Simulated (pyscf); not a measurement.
A first-order saddle from PySCF, ωB97X-D3(BJ)/def2-SVP:

```xyz
11

F      0.6200    -0.6511     1.9041
Si    -0.4540     0.3819     1.2499
O     -0.3441     0.1091    -0.3383
Si    -1.1448     0.4804    -1.7778
H     -1.5733    -0.6460     2.0037
H     -0.1467     1.6438     1.9228
H     -0.2186     0.0393    -2.8539
H     -2.4113    -0.2883    -1.8622
H     -1.3772     1.9416    -1.8869
Cl    -2.7425     1.3665     0.8963
H     -2.1638    -0.0328     1.6742
```
Charge 0, spin multiplicity 1.

Surface: singlet, charge 0. Lowest wavenumbers (cm⁻¹): 839i, 72, 119, 195, 199.

Question: Which two sides does it connect, and which bonds change?

Answer: F–SiH₂–O–SiH₃ + hydrogen chloride (HCl) ⇌ F–SiH(Cl)–O–SiH₃ + hydrogen (H₂), a four-centre exchange read from left to right: H–Si, Cl–H broken and Cl–Si, H–H formed. At ωB97M-D3(BJ)/def2-TZVP it lies +29.6 kcal/mol from the left side and +51.8 kcal/mol from the right (each side as separated species at their lowest minima found). This is the saddle that the search found; another between the same sides may lie lower.
